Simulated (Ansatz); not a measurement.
Results of PBEsol (Ansatz, a first-principles code, PAW) for fcc Pt.

A relaxed, unreconstructed slab of the (210) face has 20 atoms, two equal faces of 17.177 Å² each and an energy of -247671.4400 eV. A bulk cell of 10 atoms with the same orientation and in-plane k mesh has -123838.2315 eV. Energies are extrapolated to zero smearing.

Numerical settings: plane-wave cutoff 500 eV, 16×16×1 k mesh (along the axes of the cell as run), Fermi–Dirac smearing 0.1 eV, scalar-relativistic PAW data made under PBE.

Worked out: γ = (E_slab − N E_bulk per atom)/2A = [-247671.4400 − 20 × (-123838.2315/10)]/(2 × 17.177) = 0.1462 eV/Å². With 16.022 J/m² per eV/Å² this is 2.34 J/m², or 2.51 eV per surface cell and face.
